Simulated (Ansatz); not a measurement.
One starting cell of InSb (a generated cell, InSb placed in the zincblende structure type) was relaxed twice with Ansatz (plane waves, PAW, scalar-relativistic): with r2SCAN at 500 eV and with PBE at 420 eV. The r2SCAN result:

```
CELL_PARAMETERS angstrom
      0.00000     3.27906     3.27906
      3.27906     0.00000     3.27906
      3.27906     3.27906     0.00000
ATOMIC_POSITIONS crystal
  Sb 0.75000 0.75000 0.75000
  In 0.00000 0.00000 0.00000
```

| quantity | r2SCAN | PBE |
|---|---|---|
| space group | F-43m | F-43m |
| volume (Å³/atom) | 35.26 | ___ |
| a (Å) | 6.558 | ___ |
| gap (eV, no spin-orbit coupling) | 0.02 | ___ |

Question: What does PBE give for the same quantities?

Answer: 
- volume (Å³/atom), PBE: 36.54
- a (Å), PBE: 6.636
- gap (eV, no spin-orbit coupling), PBE: 0.00

Both levels end in the same structure; PBE's volume is 3.6 % larger; its gap is the same within 0.05 eV. Neither column is exact.

No spin polarisation in the result. Spin-orbit coupling is missing; with elements this heavy it can move band edges by tenths of an eV or more.

Measured for InSb: a 6.468 Å (static lattice; corrected from measurement; as listed in Daniel Mejia-Rodriguez, S. B. Trickey, Phys. Rev. B (2018)); gap 0.235 eV (0 K or low temperature; as listed in I. Vurgaftman, J. R. Meyer, L. R. Ram-Mohan, Journal of Applied Physics (2001)). Computed minus measured — a: r2SCAN +1.4 %, PBE +2.6 %; gap: r2SCAN -0.22 eV, PBE -0.23 eV. The computed values are for a static lattice, and a measured gap can be an optical one, lowered by exciton binding.

The run could not lose the symmetry of its start; a randomly shaken copy of 2 atoms returns to this structure.

All atoms sit on sites fixed by symmetry, so only the cell could relax.

Ansatz is a quantum-chemistry and plane-wave program.
